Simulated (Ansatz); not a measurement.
Geometry optimisation, Ansatz, UKS PBE-D4/def2-SVP.

Input file:

```yaml
crystal:
  periodic: [false, false, false]
  atoms:
    - { symbol: Cl, position_ang: [1.4706, 0.9323, 0.8975] }
    - { symbol: Al, position_ang: [-0.4635, 0.5418, -0.1919] }
    - { symbol: Cl, position_ang: [-1.018, -1.5389, -0.7188] }
magnetization:
  spin_polarized: true
  initial_magnetization: 1
basis:
  gaussian: { orbitals: def2-SVP }
hamiltonian:
  xc: pbe
  dispersion: d4
relax:
  f_tol: 0.02
  max_steps: 40
```

Command:

```bash
$ ansatz run input.yaml --threads 1 --pin off --max-ram 2048MiB --backend cpu --events-out ev --progress --plain --runs-dir out
```

Problem. Where does it end, and by what steps?

Solution. The forces met the threshold. After 2 steps the energy has fallen by 0.152 eV; Cl1 moved furthest, 0.10 Å.

```tsv
step	energy less start (eV)	largest force component (eV/Å)	accepted
0	0.0000	1.215	yes
1	-0.1391	0.409	yes
2	-0.1521	0.018	yes
```

```xyz
3
Properties=species:S:1:pos:R:3
Cl 1.394 0.888 0.851
Al -0.432 0.521 -0.177
Cl -0.973 -1.473 -0.687
```

Whether the end is a true minimum wasn't checked by a vibrational analysis.

Time of the run: 10 s on 1 thread of Arm Neoverse N1, with other jobs on the host, peak memory 0.12 GiB.
